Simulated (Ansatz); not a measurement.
Na2Li, relaxed as a doublet with UKS PBE0/def2-TZVP in Ansatz, starting from the GFN1-xTB geometry. Force threshold 0.02 eV/Å.

The structure comes from a short search, and lower isomers may exist.

Start:

```xyz
3

Li    0.800   -1.125   -1.116
Na   -1.260   -0.638    0.532
Na    0.460    1.764    0.584
```

| step | energy (eV) | largest force component (eV/Å) | SCF passes |
| --- | --- | --- | --- |
| 1 | -9030.2110 | 0.526 | 43 |
| 2 | -9030.2914 | 0.281 | 47 |
| 3 | -9030.3354 | 0.071 | 43 |
| 4 | -9030.3394 | 0.048 | 44 |
| 5 | -9030.3421 | 0.019 | 40 |
| 6 | -9030.3425 | 0.007 | 38 |

Force components are those of the run's own axes.

End:

```tsv
atom	x (Å)	y (Å)	z (Å)
Li1	0.891	-1.270	-1.252
Na2	-1.403	-0.717	0.589
Na3	0.512	1.987	0.662
```

Bonds lost: Li1–Na3 (atoms count from 1).

The force fell under the threshold at step 5, but the optimiser went on. No frequencies were taken in this run, so the end may be a saddle point.

Run time 8 s (4 threads of Arm Neoverse V1 on a shared host).
